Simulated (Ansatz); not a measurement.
# Worked example: vertical energy of the triplet above the singlet of C3HN (SMILES C#CC#N)

C3HN has 5 atoms, charge 0, and is taken as a singlet. SMILES: `C#CC#N`. The coordinates come from a PBE0-D4/def2-TZVP relaxation.

Both states at this one shape; open shells run unrestricted unless said. 1 Eh = 27.2114 eV.

```tsv
level	program	singlet C3HN (Eh)	triplet C3HN (Eh)
HF/3-21G	Ansatz	-167.612625	-167.459168
B3LYP/def2-SVPD	Ansatz	-169.454304	-169.287307
```

**Question.** Work out the vertical gap, second state less first, at each level.

**Answer.** 
1. HF/3-21G: -167.459168 − (-167.612625) = 0.153457 Eh = 4.18 eV.
2. B3LYP/def2-SVPD: -169.287307 − (-169.454304) = 0.166997 Eh = 4.54 eV.

No measured value is set beside it here; the levels span 4.18 to 4.54 eV. Hartree–Fock favours the state with fewer electron pairs, since it lacks pair correlation. The second state is spin-contaminated at HF/3-21G (⟨S²⟩ = 2.19).
